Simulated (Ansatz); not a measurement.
The input, for Ansatz 0.2.0:

```yaml
crystal:
  periodic: [false, false, false]
  atoms:
    - {symbol: Si, position_ang: [0.000000, -0.097122, 1.110575]}
    - {symbol: Cl, position_ang: [0.000000, 0.042769, -0.932187]}
    - {symbol: H, position_ang: [0.000000, 1.201899, 1.843159]}
basis:
  gaussian: {orbitals: cc-pVDZ}
total_charge: 1
magnetization: {spin_polarized: false, initial_magnetization: 3}
correlation: {active_space: {ras: {orbitals: [4, 3, 24], electrons: 11, max_holes: 2, max_particles: 2}, fixed_orbitals: true}}
```

```sh
$ ansatz run in.yaml --threads 1 --pin off --events-out ev --progress --plain --max-ram 4096MiB --backend cpu
```

The program prints:

```
422 factors; integrals over basis functions are off by at most 1.1e-3 eV
mean field evaluation 1: about -20367.0372 eV, gradient 1.3e1 eV
mean field evaluation 2: about -20367.0420 eV, gradient 1.3e1 eV
mean field evaluation 4: about -20368.7585 eV, gradient 3.1e0 eV
mean field evaluation 8: about -20369.4305 eV, gradient 4.2e-1 eV
mean field evaluation 16: about -20369.4472 eV, gradient 2.4e-1 eV
mean field evaluation 32: about -20369.4706 eV, gradient 2.0e-6 eV
mean field evaluation 64: about -20369.4694 eV, gradient 2.1e-2 eV
mean field -20369.47059499 eV, -748.5642374428 hartree, gradient 1.6e-6 eV, S^2 3.750000; 8 other end points of the search recorded, 0 dependent functions left out
reference -20369.47059499 eV, -748.5642374428 hartree; 17, 14 occupied and 24, 27 virtual orbitals, 422 factors
state -20374.58233594 eV, -748.7520904577 hartree
Total energy: -20374.58233594 eV, -748.7520904577 hartree
```

Natural occupations: 1.9799 1.9685 1.9652 1.9595 0.9973 0.9952 0.9895 0.0237 0.0178 0.0119 0.0115 0.0112 0.0107 0.0100 0.0073 0.0069 0.0053 0.0047 0.0045 0.0043 0.0035 0.0028 0.0022 0.0020.

For the same geometry and basis UCCSDTQ lies 467.0 meV lower.

Ran on 1 thread of AMD EPYC 7R13, shared host: 3 s wall, 0.17 GiB peak host memory.
